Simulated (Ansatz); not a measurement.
Saddle point of C2H6N, doublet (C₂H₃ ([CH][CH2]) + NH₃ → C₂H₄ (C=C) + NH₂; bonds formed: H1–C3; bonds broken: H1–N2), PBE0-D4/def2-TZVP structure:

```
atom    x (Å)    y (Å)    z (Å)
  H1  -0.7629  -0.3700  -0.2447
  N2  -1.2296  -1.4493   0.1339
  C3  -0.0572   0.7316  -0.5051
  C4   1.0828   0.9805   0.0970
  H5  -1.1714  -1.3378   1.1479
  H6  -0.4609  -2.0823  -0.0967
  H7  -0.5634   1.3404  -1.2483
  H8   1.6530   1.8837  -0.1153
  H9   1.5094   0.3033   0.8310
```

Energies are electronic, without zero-point energy. Barriers and step energies count from the start structure reached by relaxing down the imaginary mode; all methods use the PBE0-D4 structures, on which another method's saddle can fall below an end. Program: Ansatz 0.2.0. Basis: def2-TZVPP, with def2-QZVPP for the basis limit. Cores are frozen in the correlated methods; orbitals are unrestricted. B3LYP uses VWN-RPA correlation. Extrapolation: Hartree–Fock as exp(−7.88 √X), correlation as X^−2.97.

```json
{"method": "SPW92", "barrier (kJ/mol)": "2.1", "step energy (kJ/mol)": "21.1"}
{"method": "PBE-D4", "barrier (kJ/mol)": "21.4", "step energy (kJ/mol)": "0.0"}
{"method": "BLYP-D4", "barrier (kJ/mol)": "25.3", "step energy (kJ/mol)": "-6.6"}
{"method": "r2SCAN-D4", "barrier (kJ/mol)": "35.0", "step energy (kJ/mol)": "-4.3"}
{"method": "B97M-V", "barrier (kJ/mol)": "42.3", "step energy (kJ/mol)": "-11.8"}
{"method": "PBE0-D4", "barrier (kJ/mol)": "38.5", "step energy (kJ/mol)": "-8.7"}
{"method": "B3LYP-D4", "barrier (kJ/mol)": "38.4", "step energy (kJ/mol)": "-11.7"}
{"method": "r2SCAN0-D4", "barrier (kJ/mol)": "47.8", "step energy (kJ/mol)": "-10.1"}
{"method": "BHLYP-D4", "barrier (kJ/mol)": "?", "step energy (kJ/mol)": "-22.4"}
{"method": "CAM-B3LYP-D4", "barrier (kJ/mol)": "46.5", "step energy (kJ/mol)": "-11.1"}
{"method": "wB97X-V", "barrier (kJ/mol)": "46.9", "step energy (kJ/mol)": "-14.2"}
{"method": "wB97M-V", "barrier (kJ/mol)": "51.3", "step energy (kJ/mol)": "-11.5"}
{"method": "B2PLYP", "barrier (kJ/mol)": "?", "step energy (kJ/mol)": "-13.5"}
{"method": "PBE-QIDH", "barrier (kJ/mol)": "53.1", "step energy (kJ/mol)": "-13.9"}
{"method": "RPA on PBE", "barrier (kJ/mol)": "?", "step energy (kJ/mol)": "-27.0"}
{"method": "HF", "barrier (kJ/mol)": "105.5", "step energy (kJ/mol)": "-34.5"}
{"method": "MP2", "barrier (kJ/mol)": "61.4", "step energy (kJ/mol)": "-28.1"}
{"method": "CCSD", "barrier (kJ/mol)": "62.9", "step energy (kJ/mol)": "-18.7"}
{"method": "CCSD(T)", "barrier (kJ/mol)": "54.8", "step energy (kJ/mol)": "-16.3"}
```

(1) Fill in the withheld barriers. (To be estimated.)

T1 diagnostic: at most 0.034. ⟨S²⟩ of the unrestricted Hartree–Fock references: 0.76 to 0.95 (a pure state has 0.75). The unrestricted reference is spin-contaminated, which hurts MP2 most.

Results:

(1) Computed: RPA on PBE 45.2; BHLYP-D4 57.2; B2PLYP 47.8 kJ/mol. Each is the energy of the saddle less that of the start structure, by the same method.

For comparison, the barrier by CCSD(T) at an estimated basis limit (MP2 extrapolated from triple and quadruple zeta, plus CCSD(T) − MP2 in triple zeta) is 55.7 kJ/mol.

Labels in which every atom is bracketed show which atoms are joined, not bond orders.

For scale, one of the runs: CCSD(T)/def2-TZVPP, 177 basis functions, launched by `ansatz run in.yaml --threads 4 --pin off --events-out ev --progress --plain --max-ram 9574MiB`. Hardware: 4 CPU threads of an Intel Xeon Platinum 8488C, shared host. Wall time 38 s; peak host memory 4.3 GiB.
